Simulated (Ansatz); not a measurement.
This geometry of AlH2OS (5 atoms, charge 0, multiplicity 2) is a first-order saddle point.

Method: UKS PBE0-D4/def2-SVP in Ansatz 0.2.0.

```xyz
5
Properties=species:S:1:pos:R:3
O -1.313 -0.995 0.244
Al -0.479 0.352 -0.335
S 1.613 0.667 0.317
H -1.494 -1.921 0.106
H 1.723 1.824 -0.373
```

Which two structures does it join? (They come from a converged band through this point; their orientation in space is the band's.)

No bond is made or broken. The dihedral H4–O1–Al2–S3 goes from -179 to 0°.

First end point:

```xyz
5
Properties=species:S:1:pos:R:3
O -1.005 -1.248 0.287
Al -0.380 0.196 -0.370
S 1.631 0.748 0.349
H -1.854 -1.647 0.088
H 1.658 1.878 -0.394
```

Last end point:

```xyz
5
Properties=species:S:1:pos:R:3
O -1.436 -1.029 -0.103
Al -0.501 0.330 -0.518
S 1.506 0.611 0.376
H -1.237 -1.752 0.495
H 1.717 1.766 -0.292
```

How far does it lie above each of them?

1.8 kcal/mol above the first and 1.1 kcal/mol above the second. This is the barrier of this one path; another mechanism may lie lower.

The run took 2.9 min on 1 CPU thread of a shared host.
